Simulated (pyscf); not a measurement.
**Hydrogen abstraction: H₂B–NH₂ + H• -> [HB–NH₂]• + H₂**

Gas phase, doublet surface, charge 0. Bonds broken: B1–H4. Bonds formed: H3–H4. Single points on ωB97X-D3(BJ)/def2-SVP structures (PySCF, gas phase).

Transition state (Å):

```xyz
7

B     -0.9166    -0.3668     0.3096
N      0.4384    -0.1905     0.5167
H     -1.2796     0.5112    -1.9900
H     -1.2811     0.1704    -1.1552
H      1.0463     0.2235    -0.1830
H      0.9224    -0.4565     1.3687
H     -1.6807    -0.8534     1.1098
```

One imaginary mode, 681i cm⁻¹; descent along it reached the two sides named.

```csv
bond,change,reactant side (Å),saddle,product side
B1–H4,breaks,1.212,1.602,3.1
H3–H4,forms,3.4,0.902,0.761
```

Electronic energies relative to the separated reactants (kcal/mol):

```tsv
level	barrier	reaction energy	reverse barrier
ωB97X-D3(BJ)/def2-TZVP	10.4	+4.3	6.2
PBE/def2-TZVP	5.6	+2.1	3.5
r²SCAN/def2-TZVP	4.4	-1.1	5.4
B3LYP-D3(BJ)/def2-TZVP	5.8	+0.7	5.1
PBE0-D3(BJ)/def2-TZVP	7.7	+3.1	4.6
M06-2X/def2-TZVP	11.7	+1.4	10.3
ωB97M-D3(BJ)/def2-TZVP	10.8	+4.3	6.5
HF/def2-TZVP	22.0	+5.3	16.6
```

With ωB97M-D3(BJ)/def2-TZVP energies and thermal terms (ideal gas, 1 atm, RRHO with modes under 100 cm⁻¹ raised to 100, one conformer, R ln 2 for chiral ones without a mode under 150 cm⁻¹), in kcal/mol:

```json
[
 {"T (K)": "298", "ΔH‡": "9.7", "ΔG‡": "15.4", "ΔH": "+4.0", "ΔG": "+2.3"},
 {"T (K)": "600", "ΔH‡": "9.4", "ΔG‡": "21.3", "ΔH": "+4.2", "ΔG": "+0.5"},
 {"T (K)": "900", "ΔH‡": "9.2", "ΔG‡": "27.2", "ΔH": "+3.9", "ΔG": "-1.3"},
 {"T (K)": "1200", "ΔH‡": "9.0", "ΔG‡": "33.3", "ΔH": "+3.3", "ΔG": "-3.0"}
]
```

One saddle was located; it need not be the lowest between these sides. The angle at the transferred H is 167°.
